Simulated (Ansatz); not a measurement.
**Worked example: the barrier**

An elementary step of SiH₄O₂, closed shell (SiH₄O₂ ([OH][SiH2][OH]) → SiH₂O ([O][SiH2]) + H₂O (still joined by a long Si–O bond); bonds formed: O2–H4; bonds broken: O3–H4; bonds weakened to dative contacts: Si1–O2). “Start” is the structure reached by relaxing down from the saddle towards the reactants; PBE0-D4/def2-TZVP structures. The saddle:

```tsv
atom	x (Å)	y (Å)	z (Å)
Si1	-0.2182	-0.1641	0.7065
O2	0.4513	0.5913	-0.8732
O3	0.5778	-1.4471	0.3218
H4	0.8158	-0.4117	-0.8477
H5	-1.6927	-0.0556	0.5291
H6	0.2294	0.7677	1.7697
H7	-0.1636	0.7194	-1.6062
```

Ansatz 0.2.0; basis: def2-TZVPP and def2-QZVPP; cores frozen in the correlated methods.

Energies in eV:

| quantity | saddle | start |
| --- | --- | --- |
| Hartree–Fock, triple zeta (X = 3) | -12002.06122 | -12004.88686 |
| Hartree–Fock, quadruple zeta (X = 4) | -12002.52734 | -12005.35867 |
| MP2 correlation, X = 3 | -17.16464 | -16.59009 |
| MP2 correlation, X = 4 | -18.52679 | -17.95047 |
| CCSD(T) correlation, X = 3 | -18.20377 | -17.68265 |

Q: Work out the barrier at the basis limit: extrapolate Hartree–Fock as E(X) = E∞ + A exp(−7.88 √X) and the MP2 correlation as E(X) = E∞ + B X^−2.97 (the exponents that Neese and Valeev fitted for def2-TZVPP and QZVPP), then add CCSD(T) − MP2 in triple zeta.

A: Each step is linear, so take the differences first (saddle − start): Hartree–Fock 2.82564 (X = 3) and 2.83133 (X = 4); MP2 correlation -0.57455 and -0.57632; CCSD(T) correlation -0.52112.
Two points give E∞ = E(4) + w [E(4) − E(3)], with w = 1/(exp(7.88 (2 − √3)) − 1) = 0.1377 for Hartree–Fock and w = 1/((4/3)^2.97 − 1) = 0.7407 for the correlation.
Hartree–Fock: 2.83133 + 0.1377 × 0.00569 = 2.8321 eV.
MP2 correlation: -0.57632 + 0.7407 × (-0.00177) = -0.5776 eV.
CCSD(T) − MP2: -0.52112 − (-0.57455) = 0.0534 eV.
Sum: 2.8321 + (-0.5776) + 0.0534 = 2.3079 eV, or 53.22 kcal/mol. Plain CCSD(T) in triple zeta gives 2.3045 eV, so the larger basis shifts the result by 0.0034 eV.

The T1 diagnostic stays at or below 0.017.

Labels in which every atom is bracketed show which atoms are joined, not bond orders.

For scale, one of the runs: CCSD(T)/def2-TZVPP, 160 basis functions, launched by `ansatz run in.yaml --threads 2 --pin off --events-out ev --progress --plain --max-ram 4352MiB`. Hardware: 2 CPU threads of an Arm Neoverse V1, shared host. Wall time 22 s; peak host memory 1.2 GiB.
